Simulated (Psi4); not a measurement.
# NO2F (nitryl fluoride) at 3 levels

Wanted: a comparison of 3 runs (DSD-PBEP86/cc-pVTZ, TPSSh/cc-pVTZ, wB97X-V/cc-pVTZ) of NO2F (nitryl fluoride). 

Program for the calculation: Psi4 1.11.

### 1 The molecule

NO2F has 4 atoms, charge 0, and is taken as a singlet. As SMILES, `O=[N+]([O-])F`. The N2–F4 distance was set to 1.659 Å, away from the relaxed value.

Bond lengths: O1–N2 1.170 Å, N2–O3 1.170 Å. Angles: O1–N2–O3 135.6°. A long bond or contact: N2–F4 1.659 Å.

### 2 A single-point energy at DSD-PBEP86/cc-pVTZ (density fitting for correlation) (run 1)

File input.json:

```json
{
  "schema_name": "qcschema_input",
  "schema_version": 1,
  "molecule": {
    "schema_name": "qcschema_molecule",
    "schema_version": 2,
    "symbols": ["O", "N", "O", "F"],
    "geometry": [0.58952085, 0.67757264, 2.37826757, 0.38435329, -0.34614869, 0.42975207, 1.13431, -2.22997887, -0.4508981, -1.40707118, 1.26715585, -1.5732159],
    "molecular_charge": 0,
    "molecular_multiplicity": 1,
    "fix_symmetry": "c1",
    "fix_com": true,
    "fix_orientation": true
  },
  "driver": "energy",
  "model": {
    "method": "dsd-pbep86",
    "basis": "cc-pVTZ"
  },
  "keywords": {
    "reference": "rks",
    "puream": true,
    "e_convergence": 1e-09,
    "d_convergence": 1e-08,
    "scf_type": "pk",
    "dft_radial_points": 99,
    "dft_spherical_points": 590,
    "num_frozen_docc": 4
  }
}
```

Command:

```console
$ psi4 --qcschema input.json -n 1 --memory 2200MB
```

stdout:

```text
[...]
  Running in c1 symmetry.
[...]
  Nuclear repulsion =  118.641498282429524
[...]
  Multiplicity = 1
[...]
  Nalpha       = 16
  Nbeta        = 16
[...]
    Number of basis functions: 120
[...]
   @RKS iter   1:  -303.86293127967963   -3.76069e-01   6.23880e-03 DIIS/ADIIS
[...]
   @RKS iter  13:  -304.06159689617499   -1.25056e-12   4.01873e-09 DIIS
[...]
  @RKS Final Energy:  -304.06159689617499
   => Energetics <=
    Nuclear Repulsion Energy =            118.6414982824295237
    One-Electron Energy =                -654.2644503397839344
    Two-Electron Energy =                 241.3238016462028384
    DFT Exchange-Correlation Energy =      -9.7624464850234958
    Empirical Dispersion Energy =           0.0000000000000000
    VV10 Nonlocal Energy =                  0.0000000000000000
    Total Energy =                       -304.0615968961750468
[...]
 Multipole Moments:
 ------------------------------------------------------------------------------------
     Multipole            Electronic (a.u.)      Nuclear  (a.u.)        Total (a.u.)
 ------------------------------------------------------------------------------------
 L = 1.  Multiply by 2.5417464519 to convert [e a0] to [Debye]
 Dipole X            :         -3.4905486            3.8174792            0.3269306
 Dipole Y            :          3.1434554           -3.4378880           -0.2944326
 Dipole Z            :         -3.9027381            4.2682772            0.3655390
 Magnitude           :                                                    0.5720078
[...]
```

The result, in JSON:

```text
{
 "driver": "energy",
 "model": {
  "method": "dsd-pbep86",
  "basis": "cc-pVTZ"
 },
 "success": true,
 "return_result": -304.5775682752073,
 "properties": {
  "calcinfo_nbasis": 120,
  "calcinfo_nmo": 120,
  "calcinfo_nalpha": 16,
  "calcinfo_nbeta": 16,
  "calcinfo_natom": 4,
  "nuclear_repulsion_energy": 118.64149828242952,
  "return_energy": -304.5775682752073,
  "scf_one_electron_energy": -654.2644503397839,
  "scf_two_electron_energy": 241.32380164620284,
  "scf_xc_energy": -9.762446485023496,
  "scf_dipole_moment": [0.32693061350144825, -0.29443258034330944, 0.3655390216164367],
  "scf_total_energy": -304.061596896175,
  "scf_iterations": 13
 }
}
```

Run time: 24 s. Hardware: 1 thread of Intel Xeon Platinum 8259CL at 2.50GHz (Skylake/Cascade Lake), shared host; peak memory 0.77 GiB.

### 3 Energy and gradient at TPSSh/cc-pVTZ (run 2)

File fno2.dat:

```
memory 2.2 GB

molecule geom {
  0 1
  O      0.311961     0.358556     1.258525
  N      0.203391    -0.183174     0.227415
  O      0.600251    -1.180054    -0.238605
  F     -0.744590     0.670550    -0.832510
  units angstrom
  symmetry c1
}

set basis cc-pVTZ
set reference rks
set puream true
set e_convergence 1e-09
set d_convergence 1e-08
set scf_type pk
set dft_radial_points 99
set dft_spherical_points 590

E, wfn = gradient('tpssh', return_wfn=True)
oeprop(wfn, 'DIPOLE', 'WIBERG_LOWDIN_INDICES', 'QUADRUPOLE', title='TPSSH')
print_variables()
```

Command:

```console
$ psi4 fno2.dat fno2.out -n 1
```

fno2.out:

```text
[...]
  Running in c1 symmetry.
[...]
  Nuclear repulsion =  118.641498230217323
[...]
  Multiplicity = 1
[...]
  Nalpha       = 16
  Nbeta        = 16
[...]
    Number of basis functions: 120
[...]
   @RKS iter   1:  -304.86102726561484   -1.27989e-01   5.79096e-03 ADIIS/DIIS
[...]
   @RKS iter  11:  -305.00565096026389   -1.24032e-10   7.37705e-09 DIIS
[...]
    Orbital Energies [Eh]
    ---------------------
    Doubly Occupied:
       1A    -24.595863     2A    -19.193768     3A    -19.193764
       4A    -14.587655     5A     -1.321201     6A     -1.163629
       7A     -1.118691     8A     -0.684890     9A     -0.606930
      10A     -0.605680    11A     -0.582780    12A     -0.398171
      13A     -0.393604    14A     -0.379094    15A     -0.372554
      16A     -0.350330
[...]
  @RKS Final Energy:  -305.00565096026389
   => Energetics <=
    Nuclear Repulsion Energy =            118.6414982302173229
    One-Electron Energy =                -654.9324588923125248
    Two-Electron Energy =                 262.3766665435026653
    DFT Exchange-Correlation Energy =     -31.0913568416713098
    Empirical Dispersion Energy =           0.0000000000000000
    VV10 Nonlocal Energy =                  0.0000000000000000
    Total Energy =                       -305.0056509602638926
[...]
  -Total Gradient:
     Atom            X                  Y                   Z
    ------   -----------------  -----------------  -----------------
       1        0.007601596966    -0.011149088882     0.002373571022
       2        0.009276550547    -0.008359342655     0.010373978344
       3        0.005659920806    -0.000789281519     0.012452753387
       4       -0.022537429319     0.020297137229    -0.025199589829
[...]
```

Wall time 65 s (1 thread of Intel Xeon Platinum 8259CL at 2.50GHz (Skylake/Cascade Lake), shared host); peak memory 0.79 GiB.

### 4 A single-point energy at wB97X-V/cc-pVTZ (run 3)

File input.in:

```
memory 2200 MB

molecule molecule1 {
  0 1
  O      0.311961     0.358556     1.258525
  N      0.203391    -0.183174     0.227415
  O      0.600251    -1.180054    -0.238605
  F     -0.744590     0.670550    -0.832510
  units angstrom
  symmetry c1
  no_reorient
  no_com
}

set {
  puream true
  e_convergence 1e-09
  d_convergence 1e-08
  scf_type pk
  dft_radial_points 99
  dft_spherical_points 590
}

energy('wb97x-v/cc-pVTZ')
print_variables()
```

Command:

```console
$ psi4 -n 1 input.in input.out
```

input.out:

```text
[...]
  Running in c1 symmetry.
[...]
  Nuclear repulsion =  118.641498230217323
[...]
  Multiplicity = 1
[...]
  Nalpha       = 16
  Nbeta        = 16
[...]
    Number of basis functions: 120
[...]
   @RKS iter   1:  -304.66813572985507   -2.99023e-01   6.73954e-03 ADIIS/DIIS
[...]
   @RKS iter  13:  -304.88966329894362   -3.41061e-13   1.15376e-09 DIIS
[...]
  @RKS Final Energy:  -304.88966329894362
   => Energetics <=
    Nuclear Repulsion Energy =            118.6414982302173229
    One-Electron Energy =                -654.6051676856262702
    Two-Electron Energy =                 255.5605593876049397
    DFT Exchange-Correlation Energy =     -24.6188297429677121
    Empirical Dispersion Energy =           0.0000000000000000
    VV10 Nonlocal Energy =                  0.1322765118281391
    Total Energy =                       -304.8896632989436171
[...]
 Multipole Moments:
 ------------------------------------------------------------------------------------
     Multipole            Electronic (a.u.)      Nuclear  (a.u.)        Total (a.u.)
 ------------------------------------------------------------------------------------
 L = 1.  Multiply by 2.5417464519 to convert [e a0] to [Debye]
 Dipole X            :         -3.4768703            3.8174792            0.3406089
 Dipole Y            :          3.1311390           -3.4378880           -0.3067490
 Dipole Z            :         -3.8874456            4.2682772            0.3808315
 Magnitude           :                                                    0.5959380
[...]
```

It took 77 s on 1 thread of Intel Xeon Platinum 8259CL at 2.50GHz (Skylake/Cascade Lake), shared host; peak memory 0.96 GiB.

### 5 Overview of the runs

| run | level | task | fitting correlation | energy (Eh) | HOMO energy (eV) | LUMO energy (eV) | HOMO–LUMO gap (eV) | wall time |
| --- | --- | --- | --- | --- | --- | --- | --- | --- |
| 1 | DSD-PBEP86/cc-pVTZ (density fitting for correlation) | energy | density fitting | -304.577568 | -13.83 | -0.53 | 13.31 | 24 s |
| 2 | TPSSh/cc-pVTZ | gradient | – | -305.005651 | -9.53 | -3.56 | 5.98 | 65 s |
| 3 | wB97X-V/cc-pVTZ | energy | – | -304.889663 | -13.17 | -0.61 | 12.56 | 77 s |

### 6 Summary of results

| quantity | value |
| --- | --- |
| run 3: total energy | -304.88966 Eh |
| run 3: dipole moment | 1.51 D |
| run 3: HOMO energy | -13.17 eV |
| run 3: LUMO energy | -0.61 eV |
| run 3: HOMO–LUMO gap | 12.56 eV |

What this shows: The HOMO–LUMO gap runs from 5.98 eV (TPSSh/cc-pVTZ) to 13.31 eV (DSD-PBEP86/cc-pVTZ). A double hybrid's value is that of its SCF part. Totals of different functionals can't be ranked against each other. All runs together took 2.8 min, the longest 77 s.
